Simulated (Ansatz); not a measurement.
System: SrBiO₂Cl (Cmcm, No. 63; cell taken from a computed entry). Method: PBE0 (Ansatz, an electronic-structure program, plane waves, PAW).

Numerical settings: plane-wave cutoff 460 eV, 4×4×4 k mesh, Fermi–Dirac smearing 0.01 eV, scalar-relativistic PAW data made under PBE.

Cell (relaxed with PBEsol):

```cif
data_Bi4Cl4O8Sr4
_chemical_formula_sum 'Sr4 Bi4 Cl4 O8'
_space_group_name_H-M_alt 'Cmcm'
_space_group_IT_number 63
_space_group_name_Hall '-C 2c 2'
_cell_length_a 5.68933
_cell_length_b 12.29374
_cell_length_c 5.58841
_cell_angle_alpha 90.000
_cell_angle_beta 90.000
_cell_angle_gamma 90.000
loop_
_space_group_symop_operation_xyz
  'x, y, z'
  '-x, -y, -z'
  '-x, -y, z+1/2'
  'x, y, -z+1/2'
  'x, -y, -z'
  '-x, y, z'
  '-x, y, -z+1/2'
  'x, -y, z+1/2'
  'x+1/2, y+1/2, z'
  '-x+1/2, -y+1/2, -z'
  '-x+1/2, -y+1/2, z+1/2'
  'x+1/2, y+1/2, -z+1/2'
  'x+1/2, -y+1/2, -z'
  '-x+1/2, y+1/2, z'
  '-x+1/2, y+1/2, -z+1/2'
  'x+1/2, -y+1/2, z+1/2'
loop_
_atom_site_label
_atom_site_type_symbol
_atom_site_symmetry_multiplicity
_atom_site_Wyckoff_symbol
_atom_site_fract_x
_atom_site_fract_y
_atom_site_fract_z
_atom_site_occupancy
Sr1 Sr 4 c 0.00000 0.10980 0.75000 1
Bi1 Bi 4 c 0.00000 0.58352 0.25000 1
Cl1 Cl 4 c 0.00000 0.24427 0.25000 1
O1 O 8 e 0.26439 0.00000 0.00000 1
```
(The calculation used a cell of 10 atoms; values per cell refer to that cell.)

**Question.** Give the computed band gap, smallest direct gap on the k points sampled and direct gap at Γ.

**Answer.** 
band gap: 5.24 eV
smallest direct gap on the k points sampled: 5.39 eV
direct gap at Γ: 6.14 eV

Note: cell and atoms aren't relaxed at this level (pressure 0.5 GPa); this cell isn't known to be the ambient phase, and symmetry holds it in the calculation.

Spin–orbit coupling is not included; with these elements it can move the gap by several tenths of an eV or more.

Computed values are for the static lattice.

Cost on a shared machine: about 16 core-minutes (a rough figure).
